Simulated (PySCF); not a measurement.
C3H6N (charge +1).
Cartesian coordinates in Å at the PBE0-D3(BJ)/def2-SVP level; atoms count from 1:
```xyz
10
C3H6N angstrom
C      1.999   -0.089    0.034
C      0.573   -0.030    0.197
N     -0.567    0.017    0.324
C     -1.973    0.077    0.484
H      2.413    0.931    0.067
H      2.236   -0.555   -0.936
H      2.434   -0.692    0.847
H     -2.449   -0.350   -0.410
H     -2.271    1.127    0.606
H     -2.252   -0.503    1.375
```

Computed with MP2 and CCSD/aug-cc-pVDZ in PySCF, restricted Hartree–Fock reference, 4 core orbitals frozen, non-relativistic, gas phase, PBE0-D3(BJ)/def2-SVP geometry.

E(HF) = -171.30921 Eh.

Question: How large is the problem?

Answer: 146 basis functions and 30 electrons; 4 orbitals frozen, which leaves o = 11 correlated occupied and v = 131 virtual orbitals. That is o·v = 1441 singles and o·v(o·v + 1)/2 = 1038961 distinct closed-shell doubles amplitudes before symmetry; the costliest CCSD step grows as o²v⁴ = 3.6 × 10^10.

Question: What are the MP2 and CCSD correlation energies?

Answer: MP2 -0.5760 Eh and CCSD -0.6130 Eh, which gives totals of -171.88523 and -171.92223 Eh. That is 0.758 eV for each correlated electron at CCSD (1609 kJ/mol in all, 0.357 % of the total energy); MP2 gives 94.0 % of the CCSD value.

Question: What is the T1 diagnostic?

Answer: 0.0118, below the customary warning level of 0.02. It is the norm of the spatial-orbital singles amplitudes over the root of the number of correlated electrons, so the norm is 0.055.

No triples correction and no basis-set extrapolation were made.
